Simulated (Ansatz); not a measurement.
## Which is lower?

Two relaxed structures of CH5NSi, singlet (PBE0-D4/def2-TZVP; forces vanish, vibrations not checked).

A:

C1  (-0.624, 0.334, -0.622)
N2  (-0.337, 0.576, 0.823)
Si3  (0.558, -0.772, 0.228)
H4  (-1.657, 0.066, -0.830)
H5  (-0.217, 1.048, -1.338)
H6  (0.063, 1.475, 1.050)
H7  (1.996, -0.632, -0.102)
H8  (0.218, -2.096, 0.790)
(Å)

B:

```
atom    x (Å)    y (Å)    z (Å)
  C1  -0.5897   0.2656  -0.5524
  N2   0.3892  -0.5635   0.2036
 Si3  -0.5771   0.7554   1.3018
  H4  -1.4078  -0.3385  -0.9344
  H5  -0.1159   0.8476  -1.3355
  H6   0.5876   1.7261   1.1066
  H7   1.3568  -0.4120  -0.0360
  H8   0.1778  -1.5480   0.2675
```

Computed with Ansatz 0.2.0 (basis: def2-TZVPP); correlated methods freeze the cores. B3LYP uses VWN-RPA correlation.

(1) Which structure is lower at CCSD(T), and by how much? (Judge from chemistry; the value comes from the calculation.)

No T1 diagnostic of these runs exceeds 0.013.

Answers

(1) By the calculation: A, by 8.03 kcal/mol (electronic energy, against the other). By their contacts, A is CH₅NSi ([CH2]1[NH][SiH2]1) and B is CH₅NSi ([CH2]1[NH2][SiH]1).

All methods give the same order:

```json
{"method": "PBE-D4", "E(B) − E(A) (kcal/mol)": "7.41"}
{"method": "r2SCAN-D4", "E(B) − E(A) (kcal/mol)": "10.67"}
{"method": "PBE0-D4", "E(B) − E(A) (kcal/mol)": "7.82"}
{"method": "B3LYP-D4", "E(B) − E(A) (kcal/mol)": "8.07"}
{"method": "wB97M-V", "E(B) − E(A) (kcal/mol)": "6.99"}
{"method": "HF", "E(B) − E(A) (kcal/mol)": "9.78"}
{"method": "MP2", "E(B) − E(A) (kcal/mol)": "10.42"}
{"method": "CCSD", "E(B) − E(A) (kcal/mol)": "7.94"}
{"method": "CCSD(T)", "E(B) − E(A) (kcal/mol)": "8.03"}
```

Labels in which every atom is bracketed show which atoms are joined, not bond orders.

For scale, one of the runs: CCSD(T)/def2-TZVPP, 174 basis functions, launched by `ansatz run in.yaml --threads 2 --pin off --events-out ev --progress --plain --max-ram 4352MiB`. Time: 41 s of wall clock on 2 CPU threads of an Arm Neoverse N1; the host was shared. Peak host memory: 1.5 GiB.
